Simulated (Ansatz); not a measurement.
A run of Ansatz (development build ahead of 0.2.0) on singlet C6H6 at this shape:

```xyz
12

H    -1.2400    2.1477    0.0000
H     1.2400   -2.1477    0.0000
C    -0.6950   -1.2038    0.0000
H     1.2400    2.1477    0.0000
C     0.6950   -1.2038    0.0000
C     1.3900    0.0000    0.0000
C     0.6950    1.2038    0.0000
H    -2.4800    0.0000    0.0000
C    -0.6950    1.2038    0.0000
H    -1.2400   -2.1477    0.0000
H     2.4800    0.0000    0.0000
C    -1.3900    0.0000    0.0000
```

Its results:

```json
{
  "Converged": "yes",
  "Reference energy": "-230.62328 hartree",
  "Correlation energy": "-0.51458 hartree",
  "Total energy": "-231.13786 hartree"
}
```

Forces (eV/Å):
```
atom      Fx      Fy     Fz
  H1  -0.025   0.043  0.000
  H2   0.025  -0.043  0.000
  C3  -0.560  -0.970  0.000
  H4   0.025   0.043  0.000
  C5   0.560  -0.970  0.000
  C6   1.120   0.000  0.000
  C7   0.560   0.970  0.000
  H8  -0.050   0.000  0.000
  C9  -0.560   0.970  0.000
 H10  -0.025  -0.043  0.000
 H11   0.050   0.000  0.000
 C12  -1.120   0.000  0.000
```

Task: Which input gives this output? Name the method, the orbitals and the basis set, and write the input.

Result: RHF-MP2 in 6-31G. An unrestricted run that stays on the closed shell gives the same numbers.

```yaml
crystal:
  periodic: [false, false, false]
  atoms:
    - { symbol: H, position_ang: [-1.24, 2.14774, 0.0] }
    - { symbol: H, position_ang: [1.24, -2.14774, 0.0] }
    - { symbol: C, position_ang: [-0.695, -1.20378, 0.0] }
    - { symbol: H, position_ang: [1.24, 2.14774, 0.0] }
    - { symbol: C, position_ang: [0.695, -1.20378, 0.0] }
    - { symbol: C, position_ang: [1.39, 0.0, 0.0] }
    - { symbol: C, position_ang: [0.695, 1.20378, 0.0] }
    - { symbol: H, position_ang: [-2.48, 0.0, 0.0] }
    - { symbol: C, position_ang: [-0.695, 1.20378, 0.0] }
    - { symbol: H, position_ang: [-1.24, -2.14774, 0.0] }
    - { symbol: H, position_ang: [2.48, 0.0, 0.0] }
    - { symbol: C, position_ang: [-1.39, 0.0, 0.0] }
basis:
  gaussian: { orbitals: "6-31G" }
hamiltonian:
  xc: hf
correlation:
  method: mp2
  frozen_orbitals: { C: 1, H: 0 }
output:
  forces: true
```
